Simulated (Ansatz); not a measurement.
Elastic constant C12 (GPa) of solids drawn from the class of halides, at two levels: PBE (Ansatz, a program for electronic structure, PAW), and LDA (plane waves, PAW; Ansatz).

```
solid                    PBE   LDA  shift (%)
----------------------  ----  ----  ---------
fluorite CdF2           58.3  87.9        +51
CsCl-type TlCl          13.2  28.9       +119
fluorite SrCl2          17.1  25.2        +47
rock-salt AgBr          31.8  46.8        +47
cubic perovskite KMgF3  38.7  45.8      +18.3
cubic perovskite KZnF3  47.1  61.5        +31
CsCl-type TlBr          11.7  25.1       +115
rock-salt AgCl          36.7  55.4        +51
```

The shifts run from +18.3 % to +119 %, with a median of +49 %.

Over all 8 rows LDA is the larger in 8.

Ansatz's runs of these crystals have no spin polarisation.

Spin–orbit coupling is left out, also for the solids with elements from indium on (CsCl-type TlCl, CsCl-type TlBr); its size isn't shown.

Each level is taken at its own relaxed cell. Ansatz's density-functional and Hartree–Fock values are scalar-relativistic unless marked +SOC, with PAW data made under PBE.
